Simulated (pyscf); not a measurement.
Cl• (SMILES [Cl]) + H₃C–CH₂–Cl (SMILES CCCl) -> Cl–CH₂–Cl (SMILES ClCCl) + CH₃• (SMILES [CH3]), a substitution at C (doublet surface; C–C broken, C–Cl formed). Structures and frequencies: ωB97X-D3(BJ)/def2-SVP in PySCF. Energies in kcal/mol from the separated reactants.

Small-basis levels: PySCF, no dispersion term, spherical d functions. AM1 to PM7: differences of heats of formation from MOPAC. Open shells are spin-unrestricted. 

```tsv
level	barrier	reaction energy
HF/STO-3G	84.8	+37.3
HF/6-31G*	66.7	+22.5
MP2/6-31G*	58.0	+20.2
PBE/6-31G*	34.7	+14.9
B3LYP/STO-3G	57.5	+32.8
B3LYP/LANL2DZ	47.8	+26.7
M06-2X/6-31G*	45.8	+18.8
B3LYP/6-311+G**	42.5	+15.3
PBE/def2-SVP	35.5	+14.1
B3LYP/def2-SVP	44.6	+17.0
AM1	38.1	+1.0
PM6	35.8	+6.5
ωB97M-D3(BJ)/def2-TZVP	44.2	+14.1
```

Against the last row the barrier runs from -9.5 (PBE/6-31G*) to +40.5 kcal/mol (HF/STO-3G). ωB97M-D3(BJ)/def2-TZVP has limits of its own. On the reactant side the descent ends in what is likely a three-electron adduct, which functionals tend to overbind, 6.6 kcal/mol under the separated species and 51.2 kcal/mol under the saddle at ωB97X-D3(BJ)/def2-TZVP. Abstraction by the radical was not located in this set and often lies lower. This is the saddle that the search found; another between the same sides may lie lower. The angle at the attacked C is 159°. Left out: the spin-orbit lowering of Cl.
